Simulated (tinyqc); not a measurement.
Stretching all distances: RHF, UHF, MP2, CISD and CCSD against full CI in the sto-3g basis, for H2O, spin multiplicity 1. Computed by the program tinyqc with PySCF. 

Geometry (angstrom):
```
atom       x        y       z
O     0.0000   0.0000  0.0000
H     0.0000   0.7370  0.5410
H     0.0000  -0.7100  0.5210
```

All coordinates are multiplied by the scale. c0^2 is the weight of the RHF determinant in the lowest singlet FCI state (UHF is spin-contaminated and may lie near states of higher spin) and n(LUMO) the first natural occupation beyond the occupied space.

Full CI energy (hartree) and errors against it (kcal/mol):
```
scale  distance 1-2 (angstrom)     E(FCI)      RHF     UHF     MP2    CISD    CCSD  <S^2> UHF   c0^2  n(LUMO)
0.990                    0.905  -74.97795   25.732  25.732   6.965   0.279   0.058      0.000  0.981    0.021
1.260                    1.152  -75.00273   47.680  47.680  15.034   1.331   0.168      0.000  0.946    0.059
1.530                    1.399  -74.91848   82.679  69.055  28.410   5.225   0.474      0.748  0.868    0.150
1.800                    1.646  -74.83492  131.274  45.471  46.187  14.868   0.364      1.509  0.735    0.311
2.060                    1.883  -74.78162  188.237  21.464  64.091  29.912  -3.653      1.800  0.568    0.516
```

UHF parts from RHF first at scale 1.53 of those listed, where <S^2> leaves zero. The weight c0^2 goes from 0.98 to 0.57 and n(LUMO) from 0.02 to 0.52: static correlation grows as the bonds break into open-shell fragments. The spread of the error along the curve, which distorts its shape, is CCSD 4.1, CISD 29.6, UHF 47.6, MP2 57.1, RHF 162.5 kcal/mol. Below FCI somewhere: CCSD, as non-variational methods may be.
